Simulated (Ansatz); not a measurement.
This Ansatz (a quantum-chemistry and plane-wave program) input (r2SCAN/aug-cc-pVQZ) gives -224.58516 Eh with 240 basis functions. A basis named .json is the Basis Set Exchange file of that set (core-valence sets with the plain set on hydrogen).

Ansatz 0.2 input:
```yaml
crystal:
  periodic: [false, false, false]
  atoms:
    - {symbol: B, position_ang: [-0.00269306, 0.50230670, -0.01136945]}
    - {symbol: F, position_ang: [1.14286566, -0.13323795, 0.01059612]}
    - {symbol: F, position_ang: [-1.14136952, -0.14582133, -0.00427976]}
basis:
  gaussian:
    orbitals: aug-cc-pVQZ
    fitting: {mean_field: def2-SV_P_-JKFIT.json}
hamiltonian:
  xc: {name: r2SCAN}
magnetization: {spin_polarized: true, initial_magnetization: 1}
```

Change:
```diff
- fitting: {mean_field: def2-SV_P_-JKFIT.json}
+ final_grid: {core_spheres: 10, valence_spheres: 9, degree: 29}
```

### Question
What does the run give now?

### Answer
-224.58509 Eh (r2SCAN/aug-cc-pVQZ, 240 functions), a change of +0.07 mEh.
